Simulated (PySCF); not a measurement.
# Spin-rotation constants: `C1=C[PH2+]1`, [C₂H₄P]+, charge +1

Geometry (Å), atoms numbered from 1 in this order:
```xyz
7

C    -0.7111    0.6632    0.1897
C    -0.7584   -0.6254   -0.1279
P     0.9172   -0.0222   -0.0473
H    -1.2970    1.5288    0.4287
H    -1.4051   -1.4615   -0.3089
H     1.6762   -0.3220    1.0655
H     1.5817    0.2440   -1.2269
```

Total charge +1.

Computed, not measured: PySCF, GIAO wB97X-D/pcSseg-1 magnetisability, rotational g tensor and spin-rotation constants, non-relativistic, gas phase. Geometry: GFN2-xTB.

For an ion the centre-of-mass motion in the field is neglected.

(1) Give the nuclear spin-rotation constants along the inertial axes (H = +C I·J) beside the isotropic shieldings.

(2) How do the rotational constants and the g tensor change when H4, H5, H6, H7 are replaced by deuterium?

Results:

(1) Rotational constants 27.7969, 10.3542, 8.2360 GHz. A star marks the isotopologue with that one atom substituted, in its own axes.
| atom | isotope | Caa (kHz) | Cbb (kHz) | Ccc (kHz) | mean (kHz) | σ (ppm) |
| --- | --- | --- | --- | --- | --- | --- |
| P3 | 31P | 37.560 | 15.549 | 0.969 | 18.026 | 554.6 |
| H4 | 1H | -0.722 | 0.011 | -1.028 | -0.579 | 22.8 |
| H5 | 1H | -0.730 | 0.014 | -1.028 | -0.581 | 22.8 |
| H6 | 1H | -2.035 | -1.240 | -0.298 | -1.191 | 26.6 |
| H7 | 1H | -2.035 | -1.241 | -0.298 | -1.191 | 26.6 |
| C1 | 13C* | 14.667 | 2.882 | 0.741 | 6.097 | 57.8 |

For the geometry as given, no vibrational averaging.

(2) Constants 19.6116, 8.3408, 6.7283 GHz; g -0.0805, -0.0331, 0.0591, against -0.1140, -0.0411, 0.0723 before.
